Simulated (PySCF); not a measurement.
## How far each method lies from RCCSDT(Q) for HF, singlet

Geometry: MP2(full)/6-31G*, from the G2/97 set.

```xyz
2

F     0.0000    0.0000    0.0000
H     0.0000    0.0000    0.9339
```

Basis cc-pVQZ; PySCF 2.14.0. Only valence electrons are correlated (noble-gas cores frozen), which leaves 8 electrons in 84 orbitals. Prefix R: restricted or restricted open-shell reference.

Full CI isn't at hand for all of this; RCCSDT(Q) serves as the reference, and is uncertain by the last step of the cluster series or more.

The T1 diagnostic (ROHF- or RHF-based CCSD) is 0.0077. The largest doubles amplitude (ROHF- or RHF-based CCSD) is 0.037.

```csv
level,E − E(RCCSDT(Q)) (mEh),share of correlation (%),wall time
RHF,306.56,0.00,–
RMP2,8.22,97.32,–
RCCSD,8.20,97.32,–
RCCSD(T),0.27,99.91,7.7 s
RCCSDT,0.29,99.90,–
```

The correlation energy at RCCSDT(Q), counted from RHF, is -8.342 eV. That run took 21 min on 1 thread of Arm Neoverse V2, shared host.

Times are those of the correlated step on a shared host, with one SCF added for the restricted CCSD run; they ran on 1 thread of Arm Neoverse V2.
